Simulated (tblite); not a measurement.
1-fluoro-2,2-dimethyl-propane, C₅H₁₁F.
Numbering: `[CH3:1][C:2]([CH3:3])([CH3:4])[CH2:5][F:6]` (hydrogens: H7, H8, H9 on C1; H10, H11, H12 on C3; H13, H14, H15 on C4; H16, H17 on C5)

Computed with GFN2-xTB (tblite), gas phase: Langevin dynamics at 300 K from the optimised GFN2-xTB geometry, time step 0.5 fs, friction 0.01 fs⁻¹, 2000 steps. The instantaneous temperature is 2·E(kin)/(3Nk) with all 3N coordinates.

| t (fs) | T (K) | E(pot) above start (eV) | C1–C2 (Å) | C2–C3 (Å) | C2–C4 (Å) | C2–C5 (Å) | C5–F6 (Å) | C1–H7 (Å) | C1–C2–C5–F6 (°) |
| --- | --- | --- | --- | --- | --- | --- | --- | --- | --- |
| 0 | 259 | 0.000 | 1.530 | 1.530 | 1.530 | 1.533 | 1.374 | 1.087 | 180 |
| 25 | 140 | 0.613 | 1.511 | 1.591 | 1.550 | 1.528 | 1.374 | 1.148 | -174 |
| 50 | 206 | 0.590 | 1.489 | 1.558 | 1.482 | 1.539 | 1.424 | 1.090 | -177 |
| 75 | 341 | 0.375 | 1.545 | 1.548 | 1.525 | 1.522 | 1.369 | 1.095 | 175 |
| 100 | 227 | 0.502 | 1.548 | 1.521 | 1.537 | 1.525 | 1.346 | 1.130 | 165 |
| 125 | 270 | 0.687 | 1.511 | 1.577 | 1.527 | 1.517 | 1.380 | 1.063 | 165 |
| 150 | 295 | 0.654 | 1.511 | 1.574 | 1.524 | 1.535 | 1.414 | 1.048 | 165 |
| 175 | 263 | 0.659 | 1.516 | 1.542 | 1.556 | 1.518 | 1.399 | 1.088 | 156 |
| 200 | 287 | 0.636 | 1.551 | 1.477 | 1.565 | 1.569 | 1.378 | 1.130 | 151 |
| 225 | 327 | 0.664 | 1.556 | 1.499 | 1.554 | 1.527 | 1.370 | 1.106 | 149 |
| 250 | 365 | 0.731 | 1.590 | 1.542 | 1.531 | 1.533 | 1.392 | 1.056 | 149 |
| 275 | 293 | 0.685 | 1.526 | 1.534 | 1.554 | 1.550 | 1.400 | 1.086 | 153 |
| 300 | 347 | 0.628 | 1.545 | 1.569 | 1.527 | 1.515 | 1.333 | 1.086 | 158 |
| 325 | 328 | 0.561 | 1.557 | 1.544 | 1.534 | 1.576 | 1.353 | 1.063 | 165 |
| 350 | 314 | 0.591 | 1.501 | 1.561 | 1.547 | 1.552 | 1.395 | 1.067 | 176 |
| 375 | 296 | 0.563 | 1.505 | 1.572 | 1.544 | 1.524 | 1.448 | 1.093 | 175 |
| 400 | 266 | 0.635 | 1.549 | 1.522 | 1.466 | 1.546 | 1.393 | 1.126 | 171 |
| 425 | 385 | 0.543 | 1.548 | 1.518 | 1.530 | 1.544 | 1.332 | 1.088 | -175 |
| 450 | 326 | 1.011 | 1.536 | 1.483 | 1.635 | 1.540 | 1.356 | 1.055 | -156 |
| 475 | 492 | 0.744 | 1.550 | 1.537 | 1.538 | 1.485 | 1.389 | 1.098 | -156 |
| 500 | 416 | 0.941 | 1.587 | 1.567 | 1.466 | 1.523 | 1.454 | 1.137 | -167 |
| 525 | 437 | 0.541 | 1.534 | 1.527 | 1.550 | 1.511 | 1.358 | 1.096 | 180 |
| 550 | 434 | 0.513 | 1.563 | 1.537 | 1.567 | 1.530 | 1.358 | 1.054 | 169 |
| 575 | 266 | 0.627 | 1.570 | 1.531 | 1.521 | 1.588 | 1.409 | 1.108 | 159 |
| 600 | 230 | 0.686 | 1.512 | 1.500 | 1.499 | 1.571 | 1.360 | 1.154 | 153 |
| 625 | 247 | 0.603 | 1.501 | 1.555 | 1.629 | 1.583 | 1.331 | 1.088 | 143 |
| 650 | 324 | 0.614 | 1.489 | 1.538 | 1.552 | 1.550 | 1.403 | 1.089 | 138 |
| 675 | 250 | 0.731 | 1.491 | 1.555 | 1.533 | 1.579 | 1.426 | 1.079 | 154 |
| 700 | 324 | 0.656 | 1.547 | 1.522 | 1.574 | 1.541 | 1.377 | 1.090 | 171 |
| 725 | 299 | 0.622 | 1.559 | 1.541 | 1.550 | 1.549 | 1.296 | 1.102 | -178 |
| 750 | 327 | 0.523 | 1.542 | 1.518 | 1.533 | 1.574 | 1.339 | 1.083 | -176 |
| 775 | 381 | 0.575 | 1.560 | 1.487 | 1.531 | 1.575 | 1.440 | 1.069 | -172 |
| 800 | 263 | 0.924 | 1.600 | 1.516 | 1.560 | 1.508 | 1.400 | 1.091 | -163 |
| 825 | 376 | 0.678 | 1.556 | 1.565 | 1.485 | 1.539 | 1.361 | 1.086 | -172 |
| 850 | 272 | 0.884 | 1.514 | 1.571 | 1.535 | 1.583 | 1.337 | 1.039 | -174 |
| 875 | 343 | 0.666 | 1.479 | 1.514 | 1.552 | 1.512 | 1.368 | 1.087 | -170 |
| 900 | 376 | 0.738 | 1.521 | 1.594 | 1.566 | 1.527 | 1.401 | 1.140 | 179 |
| 925 | 338 | 0.766 | 1.494 | 1.573 | 1.541 | 1.500 | 1.352 | 1.094 | 168 |
| 950 | 321 | 0.723 | 1.488 | 1.559 | 1.538 | 1.577 | 1.362 | 1.026 | 168 |
| 975 | 376 | 0.607 | 1.580 | 1.565 | 1.570 | 1.522 | 1.370 | 1.104 | 166 |
| 1000 | 324 | 0.787 | 1.592 | 1.506 | 1.501 | 1.513 | 1.403 | 1.136 | 170 |

Problem. From 500 fs on, how do temperature and potential energy compare with equipartition?

Solution. The mean temperature of these 21 frames is 330 K against the target 300 K, and the mean potential energy 0.69 eV against 45 × kT/2 = 0.58 eV for 45 classical harmonic modes. For 17 atoms in a canonical ensemble the temperature itself scatters by T·√(2/(3N)) = 59 K; here its standard deviation is 60 K. The whole run lasts only 10 friction times of 100 fs, so these averages carry a wide statistical error.

Problem. What are the kinetic and total energies of the listed frame with the highest potential energy?

Solution. The one at 450 fs, 1.011 eV above the start. Its kinetic energy is 3NkT/2 = 0.717 eV at 326 K, so the sum is 1.73 eV; over the listed frames the sum runs from 0.57 to 1.86 eV, since the thermostat adds and removes energy.

Problem. How much do the listed bonds fluctuate from 500 fs on?

Solution. 
```csv
bond,at the start (Å),mean (Å),standard deviation (Å)
C1–C2,1.530,1.537,0.037
C2–C3,1.530,1.540,0.027
C2–C4,1.530,1.541,0.034
C2–C5,1.533,1.545,0.029
C5–F6,1.374,1.376,0.038
C1–H7,1.087,1.093,0.031
```

The motion is classical and holds no zero-point motion.

What follows is the cost of the whole dynamics run. On one thread, AMD EPYC 9R45 (x86_64), shared host with 96 logical CPUs at a one-minute load of 57, this took 5.8 s of wall time and 0.18 GiB of memory at its peak.
